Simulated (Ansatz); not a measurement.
Saddle point of Si2H6O, closed shell (SiH₄O ([OH][SiH3]) + SiH₂ → Si₂H₆O ([SiH3][O][SiH3]); bonds formed: Si1–H2; dative contacts that become bonds: Si1–O3; bonds broken: H2–O3), PBE0-D4/def2-TZVP structure:

```
9
angstrom
Si -0.7622 -1.2993 -1.0472
H 0.7740 -0.7277 -1.2082
O 0.2582 0.2577 -0.7065
Si 0.6638 0.9010 0.7843
H -1.9635 -0.7499 -1.7523
H -1.2904 -1.6188 0.3222
H -0.5993 1.3026 1.4487
H 1.5560 2.0635 0.5662
H 1.3633 -0.1289 1.5930
```

Energies are electronic, without zero-point energy. Barriers and step energies count from the start structure reached by relaxing down the imaginary mode; all methods use the PBE0-D4 structures, on which another method's saddle can fall below an end. Ansatz 0.2.0; basis: def2-TZVPP, with def2-QZVPP for the basis limit; cores frozen in the correlated methods. B3LYP uses VWN-RPA correlation. Extrapolation: Hartree–Fock as exp(−7.88 √X), correlation as X^−2.97.

```tsv
method	barrier (kJ/mol)	step energy (kJ/mol)
SPW92	54.7	-236.9
PBE-D4	62.0	-242.5
BLYP-D4	68.3	-250.9
r2SCAN-D4	64.9	-270.9
B97M-V	82.5	-260.1
PBE0-D4	79.9	-256.9
B3LYP-D4	81.7	-262.9
r2SCAN0-D4	81.1	-275.1
BHLYP-D4	102.6	-279.0
CAM-B3LYP-D4	?	-271.3
wB97X-V	88.4	-271.1
wB97M-V	93.1	-255.0
B2PLYP	80.6	-272.7
PBE-QIDH	86.7	-274.1
RPA on PBE	?	-258.8
HF	134.2	-301.7
MP2	?	-278.6
CCSD	100.1	-268.8
CCSD(T)	89.8	-264.5
```

(1) Fill in the withheld barriers. (Judge from chemistry; the value comes from the calculation.)

No T1 diagnostic of these runs exceeds 0.015. The restricted Hartree–Fock reference is unstable towards an unrestricted one at one or more of these structures.

Answers

(1) The calculation gives: CAM-B3LYP-D4 86.9; MP2 79.9; RPA on PBE 86.5 kJ/mol. Each is the energy of the saddle less that of the start structure, by the same method.

For comparison, the barrier by CCSD(T) at an estimated basis limit (MP2 extrapolated from triple and quadruple zeta, plus CCSD(T) − MP2 in triple zeta) is 88.0 kJ/mol.

Losses and insertions of silylenes and their heavier kin drive the gas-phase chemistry of silicon and germanium vapour deposition.

Labels in which every atom is bracketed show which atoms are joined, not bond orders.

For scale, one of the runs: CCSD(T)/def2-TZVPP, 199 basis functions, launched by `ansatz run in.yaml --threads 2 --pin off --events-out ev --progress --plain --max-ram 4352MiB`. Time: 19 s of wall clock on 2 CPU threads of an Intel Xeon 6975P-C; the host was shared. Peak host memory: 2.4 GiB.
